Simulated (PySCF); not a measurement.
## Ionisation energy of N by level of theory

N [He] 2s2 2p3 (4S) → N⁺ [He] 2s2 2p2 (3P), as a difference of total energies. All numbers are calculated (PySCF 2.14, the spin-free X2C one-electron Hamiltonian (Gaussian nucleus), in aug-cc-pVQZ-DK (6s5p4d3f2g, 80 functions)). Correlated levels: valence: 1s2 frozen. The calculations carry no spin-orbit coupling.

```json
{"method": "UHF", "ionisation energy (eV)": "13.887"}
{"method": "LDA", "ionisation energy (eV)": "15.001"}
{"method": "PBE", "ionisation energy (eV)": "14.725"}
{"method": "PBE0", "ionisation energy (eV)": "14.696"}
{"method": "r2SCAN", "ionisation energy (eV)": "14.798"}
{"method": "r2SCANh", "ionisation energy (eV)": "14.778"}
{"method": "B3LYP", "ionisation energy (eV)": "14.653"}
{"method": "TPSS", "ionisation energy (eV)": "14.663"}
{"method": "PW91", "ionisation energy (eV)": "14.801"}
{"method": "MP2 (valence)", "ionisation energy (eV)": "14.613"}
{"method": "SCS-MP2 (valence)", "ionisation energy (eV)": "14.347"}
```

How much does correlation contribute at MP2 (valence)?

14.613 − (13.887) = 0.726 eV, measured against UHF.

Errors of the correlated levels include the incompleteness of this basis and the frozen core.

For comparison: 14.545 eV (measured; NIST levels, between the centres of gravity of the two terms).
